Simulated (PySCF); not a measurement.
**Cl: electron affinity**

Cl- [Ar] (1S) → Cl [Ne] 3s2 3p5 (2P), as a difference of total energies. Calculation: PySCF 2.14, in aug-cc-pVQZ-DK (7s6p4d3f2g, 84 functions); the spin-free X2C one-electron Hamiltonian (Gaussian nucleus). Correlated levels: valence: [Ne] frozen. The calculations carry no spin-orbit coupling.

Task: Order these methods by the electron affinity they give, lowest first.
A. SCS-MP2 (valence)
B. UHF
C. MP2 (valence)
D. CCSD(T) (valence)

Result: B (2.355 eV), D (3.592 eV), A (3.619 eV), C (3.706 eV).

A first-order spin-orbit estimate (lowest level to lowest level, LS coupling) adds -0.035 eV.

Errors of the correlated levels include the incompleteness of this basis and the frozen core.

For comparison: 3.613 eV (measured; photodetachment measurements, as compiled on the Wikipedia data page of electron affinities).
